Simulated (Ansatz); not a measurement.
Basis-set extrapolation for BH$_{2}$O (`B[O]`) radical (PBE0-D4/def2-TZVP geometry, frozen core, the Gaussian-basis code of Ansatz). Multiplicity 2, UHF reference.

|  | cc-pV(T+d)Z | cc-pV(Q+d)Z |
| --- | --- | --- |
| HF | -100.739531 | -100.747275 |
| MP2 correlation | -0.296013 | -0.319634 |
| CCSD(T) correlation | -0.337416 | -0.359413 |

Energies in hartree. Use E(X) = E(∞) + A·exp(−5.46·√X) for Hartree–Fock and E(X) = E(∞) + B·X^(−3.05) for correlation, with X = 3 and 4.

What is the CCSD(T) energy at the basis-set limit?

HF limit: -100.747275 + (-0.007744) × 0.30130 = -100.74961. Correlation limit: -0.359413 + (-0.021997) × 0.71189 = -0.37507. Total: -101.12468 hartree, 125.3 kJ/mol below CCSD(T)/cc-pV(T+d)Z.
